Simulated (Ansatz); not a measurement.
C5H10 can be A, `C=CCCC`, or B, `C=CC(C)C`.

Program: Ansatz. Geometries: PBE0-D4/def2-TZVP. ΔE: electronic, gas phase. CCSD(T)/CBS adds triple-zeta CCSD(T) − MP2 to the extrapolated MP2 energy (def2 sets, frozen cores). Functionals use def2-TZVPP. B3LYP here is the variant with VWN-RPA as its local correlation; programs differ in this. One conformer a species, not always the lowest.

Problem. Which is lower in electronic energy at CCSD(T)/CBS, and by how much? (An estimate is asked.)

Solution. Ansatz gave: B, by 5.1 kJ/mol.

Problem. Give E(B) − E(A) in kJ/mol with PBE-D4, LDA (SPW92), CCSD(T)/def2-SVP, BLYP-D4, HF/def2-TZVPP, B3LYP, ωB97M-V. (Best estimate.)

Solution. Computed: PBE-D4 -3.7, LDA (SPW92) -4.8, CCSD(T)/def2-SVP -5.7, BLYP-D4 -4.4, HF/def2-TZVPP -0.1, B3LYP -0.9, ωB97M-V -4.6. None reverses the order clearly.

Largest T1 diagnostic: 0.009.

In def2-TZVPP, CCSD(T) changes the Hartree–Fock value by −5.3 kJ/mol (the triples alone add −1.0 kJ/mol) and MP2 by −7.2 kJ/mol. The D4 term adds −3.0 kJ/mol with B3LYP and −1.6 kJ/mol with PBE0; it sums over pairs of atoms, weighted by their polarisabilities, and B3LYP, whose exchange is more repulsive, gets the larger term.
